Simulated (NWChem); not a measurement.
Species: Cl cation, triplet

Results from NWChem. Spin-unrestricted. The open p shell is one determinant without spherical averaging. No stability test was run on the SCF state.

Question: Estimate the computed values for UHF/def2-SVP. Quantities: highest occupied level (eV); lowest empty minus highest occupied level, either spin (eV); <S²>.

Answer: 
```
Item                                                          Value
-----------------------------------------------------------  ------
highest occupied level (eV)                                  -23.65
lowest empty minus highest occupied level, either spin (eV)   12.75
<S²>                                                           2.01
```
